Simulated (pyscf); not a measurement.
PySCF, gas phase, ωB97X-D3(BJ)/def2-SVP geometries.

How much does it cost (ΔH, 298 K, ωB97M-D3(BJ)/def2-TZVP) to split H₃C–CH₂–Zn–Cl at its C–C bond into CH₃• + •H₂C–Zn–Cl?

C–C to CH₃• + •H₂C–Zn–Cl: 84.7 kcal/mol. The 7 functionals that were run give +76.4 (r²SCAN) to +85.1 kcal/mol (ωB97X-D3(BJ)). The radicals are drawn with the spin at the cut bond; how far it spreads was not checked. Other isomers of •H₂C–Zn–Cl were not searched in full and may lie lower. Elements up to Kr have no core potential and no relativistic terms here.
